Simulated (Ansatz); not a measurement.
# B₂+ (doublet): from Hartree-Fock to the top rungs, cc-pVTZ

An exercise on one series of results from a longer session: the logs are not shown, and one member is left open.

The runs use Ansatz 0.2.0, Gaussian basis; cc-pVTZ, core rule «outside noble gas», up to 2 orbitals frozen.

Plan: UHF; CCSD(T) on ROHF; CCSD(T) on UHF; BCCD(T) on ROHF; CISD; CCSDT(Q) on ROHF; CCSDT(Q) on UHF; CASSCF and MRCISD+Q, 5 electrons in 8 orbitals; CASSCF and NEVPT2, 5 electrons in 8 orbitals; Full CI.

17 further runs of the same task are left out: 1 for a known fault of the program, 5 that didn't finish, 11 set aside as unsound or not needed.

**The system**

The geometry is a PBE0/def2-TZVP stationary point (not a proven minimum) of the parent state, kept for this charge and spin.

2 atoms, charge 1, spin multiplicity 2.

Atoms are counted from 1 here; the program's logs count them from 0.

Bond lengths: B1–B2 1.562 Å.

Set-up of the first run:

Input file in.yaml:

```yaml
crystal:
  periodic: [false, false, false]
  atoms:
    - {symbol: B, position_ang: [0.000000, 0.000000, 0.000000]}
    - {symbol: B, position_ang: [0.000000, 0.000000, 1.561787]}
basis:
  gaussian: {orbitals: cc-pVTZ}
total_charge: 1
magnetization: {spin_polarized: true, initial_magnetization: 1}
hamiltonian: {xc: hf}
output: {orbitals: {seedname: orbitals}}
```

On the command line:

```
> ansatz run in.yaml --threads 1 --pin off --events-out ev --progress --plain --max-ram 2393MiB
```

Steps of the session up to this table: UHF; CCSD(T) on ROHF; CCSD(T) on UHF; BCCD(T) on ROHF; CISD; CCSDT(Q) on ROHF; CCSDT(Q) on UHF; CASSCF and MRCISD+Q, 5 electrons in 8 orbitals; CASSCF and NEVPT2, 5 electrons in 8 orbitals; Full CI.

One table of the session follows, with a row left open; its other results are not shown here.

| method | from FCI (kcal/mol) |
| --- | --- |
| UHF | +69.63 |
| RMP2 | +34.66 |
| UMP2 | +27.27 |
| CISD | +24.43 |
| RCCSD | +9.85 |
| UCCSD | +8.92 |
| RCCSD(T) | +1.33 |
| UCCSD(T) | +5.16 |
| BCCD(T) | ? |
| RCCSDT | +0.57 |
| UCCSDT | +0.88 |
| RCCSDT(Q) | +0.03 |
| UCCSDT(Q) | -0.06 |
| CASSCF valence | +32.36 |
| NEVPT2 valence | +7.14 |
| MRCISD valence | +1.13 |
| MRCISD+Q valence | +0.28 |
| FCI | 0 |

Estimate the missing values for BCCD(T).

As computed: from FCI (kcal/mol): +1.76. In the column «from FCI (kcal/mol)» it lies between RCCSD(T) (+1.33) and UCCSD(T) (+5.16).

Among the levels timed on like hardware and quicker than the yardstick, those that no quicker one beats, quickest first: CISD (6 s, +24.43 kcal/mol); NEVPT2 valence (11 s, +7.14 kcal/mol); MRCISD+Q valence (13 s, +0.28 kcal/mol); RCCSDT(Q) (72 s, +0.03 kcal/mol).

Left out of the table: ROHF (another determinant or state than the rows shown).

Caveats from the session: The determinant is far from a pure spin state, so its energy mixes those of several spin states (harmless only where they are near-degenerate, as at dissociation). The report flags that the cluster equations may have other roots. The yardstick is full CI for this spin, exact in this basis with these frozen cores. The program flags RCCSD(T), UCCSD(T), BCCD(T), RCCSDT(Q), UCCSDT(Q) as in doubt, so those rows may rest on another solution; read them beside their warnings. UCCSDT(Q) falls below full CI: unrestricted runs freeze a spin-polarised core, another one than full CI's, and coupled cluster isn't variational. Of the multireference levels listed MRCISD+Q valence comes nearest in total energy (+0.28 kcal/mol), which doesn't show that its space is the better one. Levels on UHF freeze UHF's core orbitals, full CI those of ROHF, so the U rows can settle a little off it for that reason alone. Restricted and unrestricted rows rest on different reference determinants; where their highest levels disagree by more than a few hundredths of an eV, they describe different states and don't form one ladder. Warnings in the runs' records: other roots, large difference.
